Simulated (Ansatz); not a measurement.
Worked example: AlHF2 + C3H7 → AlHF + C3H7F

Species: AlHF2 `[F][AlH][F]`, singlet; C3H7 (methylethyl) `C[CH]C`, doublet; AlHF `[F][AlH]`, doublet; C3H7F (2-fluoropropane) `CC(C)F`, singlet. A radical takes F: the energy is the difference in strength between the Al–F bond broken and the C–F bond made.

Shapes, held fixed at every level: PBE0-D4/def2-TZVP. Programs: Ansatz 0.2.0. The zero-point and thermal change to 298 K, harmonic and unscaled (PBE0-D4/def2-TZVP), is +6.8 kJ/mol.

At CCSD(T)/CBS estimate; 1 Eh = 2625.50 kJ/mol:

| species | energy (Eh) |
| --- | --- |
| AlHF2 | -442.351554 |
| C3H7 | -118.310197 |
| AlHF | -342.423943 |
| C3H7F | -218.169417 |

Work out ΔH(298 K) of the reaction at this level.


1. Products less reactants: (-342.423943) + (-218.169417) − [(-442.351554) + (-118.310197)] = 0.068391 Eh = +179.6 kJ/mol.
2. With the thermal change: +179.6 + (+6.8) = +186.4 kJ/mol.

Other levels give +170.2 (PBE0-D4/def2-TZVPP) to +191.9 kJ/mol (HF/def2-SVP). No measured value is set beside it here. Open shells run unrestricted. The CBS estimate extrapolates MP2 from def2-TZVPP and def2-QZVPP and adds CCSD(T) − MP2 in the triple-zeta set, cores frozen.
